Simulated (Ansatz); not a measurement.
This geometry of C$_{2}$H$_{6}$S (9 atoms, charge 0, multiplicity 1) is a first-order saddle point.

Computed with RKS PBE-D4/STO-3G in Ansatz 0.2.0.

```xyz
9
Properties=species:S:1:pos:R:3
C -0.773 0.228 -0.560
C 0.607 -0.373 -0.101
S 0.771 -0.640 1.707
H -1.310 -0.475 -1.224
H -0.628 1.174 -1.113
H -1.427 0.437 0.307
H 0.753 -1.366 -0.569
H 1.430 0.275 -0.469
H 0.666 0.694 2.006
```

Which two structures does it join? (They come from a converged band through this point; their orientation in space is the band's.)

No bond is made or broken. The dihedral H6–C1–C2–S3 goes from 62 to -58°. The two ends are copies of one structure, up to a mirror image or an exchange of like atoms.

Initial state:

```xyz
9
Properties=species:S:1:pos:R:3
C -0.684 0.352 -0.586
C 0.668 -0.251 -0.099
S 0.557 -1.173 1.482
H -1.447 -0.440 -0.707
H -0.550 0.860 -1.560
H -1.067 1.094 0.140
H 1.038 -0.972 -0.856
H 1.424 0.561 -0.030
H 0.149 -0.076 2.197
```

Final state:

```xyz
9
Properties=species:S:1:pos:R:3
C -0.807 0.164 -0.505
C 0.579 -0.418 -0.096
S 0.921 -0.355 1.705
H -0.964 0.060 -1.597
H -0.873 1.239 -0.250
H -1.626 -0.366 0.017
H 0.625 -1.488 -0.385
H 1.376 0.106 -0.667
H 0.857 1.013 1.761
```

How far does it lie above each of them?

12.1 kJ/mol above the first and 12.1 kJ/mol above the second. This is the barrier of this one path; another mechanism may lie lower. Limits of this set-up: minimal basis.

Run time: 30 s on 1 thread of Arm Neoverse V2, with other jobs on the host, peak memory 0.083 GiB.
